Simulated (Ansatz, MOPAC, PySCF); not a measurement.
Molecule: C2H2O2 (charge 0, singlet). SMILES: C(=O)C=O
Geometry: optimised at B3LYP-D3(BJ)/def2-TZVP (Ansatz, an electronic-structure program).

Unscaled harmonic wavenumbers (cm⁻¹) in rising order, each level at the stationary point that it reaches from this structure (no distance between atoms moves by over 0.3 Å); the order of modes can differ between levels, and a negative number is imaginary. B3LYP-D3(BJ)/def2-TZVP (PySCF, at the structure above): 128, 341, 554, 814, 1065, 1079, 1339, 1382, 1801, 1802, 2935, 2938.

PM3 (MOPAC): 20, 395, 567, 792, 1027, 1068, 1175, 1205, 1989, 1993, 2944, 2956. Zero-point energy 23.1 against 23.1 kcal/mol; where all levels lie over 400 cm⁻¹, the wavenumbers are on average 0.992 times those of B3LYP-D3(BJ)/def2-TZVP.

HF/6-31G* (Ansatz): 156, 372, 612, 909, 1188, 1197, 1465, 1506, 2014, 2054, 3227, 3230. Zero-point energy 25.6 against 23.1 kcal/mol; where all levels lie over 400 cm⁻¹, the wavenumbers are on average 1.109 times those of B3LYP-D3(BJ)/def2-TZVP.
